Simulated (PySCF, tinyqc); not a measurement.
Inside a calculation. Method: RKS/B3LYP (VWN-RPA form) in the sto-6g basis, for CH+, spin multiplicity 1. The lowest restricted solution is unstable here: a spin-polarised one lies 0.0049 hartree lower (PySCF). One step of it, computed by the program tinyqc.

Question. Iteration 2: diagonalisation and new density. Diagonalise F' = X^T F X, C = X C', fill 3 alpha and 3 beta electrons from the bottom; D = 2 C_occ C_occ^T; the new density keeps 0.3 of the old one (damping). Each column has its largest component positive (the first on a tie).

extrapolated F (hartree):
```
             1C 1s      1C 2s     1C 2px     1C 2py     1C 2pz      2H 1s
1C 1s   -14.687987  -3.344659   0.000000   0.000000  -0.001387  -0.119329
1C 2s    -3.344659  -2.293207   0.000000   0.000000   0.037606  -0.197849
1C 2px    0.000000   0.000000  -1.377283   0.001101   0.000000   0.000000
1C 2py    0.000000   0.000000   0.001101  -1.372764   0.000000   0.000000
1C 2pz   -0.001387   0.037606   0.000000   0.000000  -1.271986  -0.163701
2H 1s    -0.119329  -0.197849   0.000000   0.000000  -0.163701  -0.123932
```

X:
```
            1C 1s      1C 2s    1C 2px    1C 2py     1C 2pz      2H 1s
1C 1s    1.023375  -0.127491  0.000000  0.000000  -0.001328   0.009149
1C 2s   -0.127491   1.031209  0.000000  0.000000   0.009214  -0.073661
1C 2px   0.000000   0.000000  1.000000  0.000000   0.000000   0.000000
1C 2py   0.000000   0.000000  0.000000  1.000000   0.000000   0.000000
1C 2pz  -0.001328   0.009214  0.000000  0.000000   1.010591  -0.085089
2H 1s    0.009149  -0.073661  0.000000  0.000000  -0.085089   1.018287
```

D after iteration 1:
```
            1C 1s      1C 2s     1C 2px     1C 2py     1C 2pz      2H 1s
1C 1s    1.487383  -0.359426   0.000000   0.000000   0.040036   0.021303
1C 2s   -0.359426   1.478520   0.000000   0.000000  -0.178562  -0.103241
1C 2px   0.000000   0.000000   1.929537  -0.306077   0.000000   0.000000
1C 2py   0.000000   0.000000  -0.306077   0.670463   0.000000   0.000000
1C 2pz   0.040036  -0.178562   0.000000   0.000000   0.029649  -0.058265
2H 1s    0.021303  -0.103241   0.000000   0.000000  -0.058265   0.626902
```

overlap S:
```
           1C 1s     1C 2s    1C 2px    1C 2py    1C 2pz     2H 1s
1C 1s   1.000000  0.243228  0.000000  0.000000  0.000000  0.008586
1C 2s   0.243228  1.000000  0.000000  0.000000  0.000000  0.139154
1C 2px  0.000000  0.000000  1.000000  0.000000  0.000000  0.000000
1C 2py  0.000000  0.000000  0.000000  1.000000  0.000000  0.000000
1C 2pz  0.000000  0.000000  0.000000  0.000000  1.000000  0.165126
2H 1s   0.008586  0.139154  0.000000  0.000000  0.165126  1.000000
```

Give: F' = X^T F X; orbital energies; coefficients C; D after iteration 2.

Answer.

F' = X^T F X (hartree):
```
          1        2        3        4        5        6
1  -14.5490  -1.3608   0.0000   0.0000  -0.0072  -0.0020
2   -1.3608  -1.7699   0.0000   0.0000   0.0395  -0.0605
3    0.0000   0.0000  -1.3773   0.0011   0.0000   0.0000
4    0.0000   0.0000   0.0011  -1.3728   0.0000   0.0000
5   -0.0072   0.0395   0.0000   0.0000  -1.2710  -0.0541
6   -0.0020  -0.0605   0.0000   0.0000  -0.0541  -0.0906
```

orbital energies (hartree): MO1 -14.6923, MO2 -1.6329, MO3 -1.3775, MO4 -1.3725, MO5 -1.2696, MO6 -0.0856

coefficients C:
```
            MO1      MO2      MO3     MO4      MO5      MO6
1C 1s    1.0044  -0.2321   0.0000  0.0000  -0.0252   0.0180
1C 2s   -0.0188   1.0290   0.0000  0.0000   0.1123  -0.1156
1C 2px   0.0000   0.0000   0.9744  0.2248   0.0000   0.0000
1C 2py   0.0000   0.0000  -0.2248  0.9744   0.0000   0.0000
1C 2pz  -0.0002  -0.0995   0.0000  0.0000   1.0006  -0.1327
2H 1s    0.0019  -0.0292   0.0000  0.0000  -0.0404   1.0233
```

D after iteration 2:
```
          1C 1s    1C 2s   1C 2px   1C 2py   1C 2pz    2H 1s
1C 1s    1.9340  -0.4686   0.0000   0.0000   0.0441   0.0186
1C 2s   -0.4686   1.9264   0.0000   0.0000  -0.1969  -0.0732
1C 2px   0.0000   0.0000   1.9081  -0.3985   0.0000   0.0000
1C 2py   0.0000   0.0000  -0.3985   0.2719   0.0000   0.0000
1C 2pz   0.0441  -0.1969   0.0000   0.0000   0.0228  -0.0134
2H 1s    0.0186  -0.0732   0.0000   0.0000  -0.0134   0.1893
```
